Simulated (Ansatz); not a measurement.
hcp Ru was calculated with PBEsol (PAW; Ansatz, a quantum-chemistry and plane-wave program).

Settings: plane-wave cutoff 520 eV, 24×24×14 k mesh (along the axes of the cell as run), Fermi–Dirac smearing 0.05 eV, no spin polarisation, scalar-relativistic PAW data made under PBE.

Response to compression and expansion:

Shape and atoms are relaxed at each volume.

```csv
V (Å³/atom),P (GPa),c (Å),a (Å)
12.788,15.58,4.195,2.653
13.054,7.34,4.221,2.673
13.321,-0.01,4.247,2.691
13.587,-6.54,4.272,2.710
13.854,-12.36,4.297,2.729
```

Note: the bulk modulus comes from volumes at which shape and atoms were relaxed.
